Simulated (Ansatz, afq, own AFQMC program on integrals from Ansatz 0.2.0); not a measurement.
Where AFQMC and coupled cluster stand for BHO, singlet

```yaml
atoms:
  - { symbol: B, position_ang: [0.0000, 0.0000, 1.0101] }
  - { symbol: O, position_ang: [0.0000, 0.0000, -0.0289] }
  - { symbol: H, position_ang: [0.0000, 0.0000, -0.9812] }
```

Connectivity, by distances: B–OH.

Basis cc-pVDZ. Only valence electrons are correlated. Integrals, coupled cluster, full CI and functionals: Ansatz 0.2.0; the random walks run on the same integrals in our own AFQMC program. ph-AFQMC/CISD is guided by a CISD state made of CCSD amplitudes; releasing the constraint for a short imaginary time cuts its bias at the price of noise, slowly where states lie close. ± is one standard error of the sampling.

Determinant: RHF, the one that the program's search chose, which needn't be the lowest solution. The geometry is a point of a scan.

No full CI on the walks' own integrals is used here; CCSDT(Q) serves as the reference and is uncertain by about the last step of the cluster series.

Cautions: the released energies move by 1.5 errors or more from one time to the next, so no released level is given (meV from the phaseless value at times in 1/Eh: -2 ± 9 at 0.24, -12 ± 10 at 0.51, 1 ± 8 at 0.99, 24 ± 10 at 1.62, -25 ± 15 at 2.40).

```
T1 diagnostic                               : 0.0124
weight of the determinant in the CISD state : 0.911
size of the correlated space                : 10 electrons in 31 orbitals
```

Reference: CCSDT(Q), correlation energy -7.213 eV.

```
        level  E − E(reference) (kJ/mol)  share of correlation (%)
           HF                      695.9                      0.00
          MP2                       63.4                     90.89
         CCSD                       17.9                     97.42
      CCSD(T)                        2.4                     99.65
        CCSDT                        1.4                     99.79
ph-AFQMC/CISD                 -0.9 ± 0.9                    100.13
```

A walk keeps the symmetry of its determinant, which the program's search chose and which needn't be the lowest solution, so a lower state of the same spin and another symmetry isn't excluded.
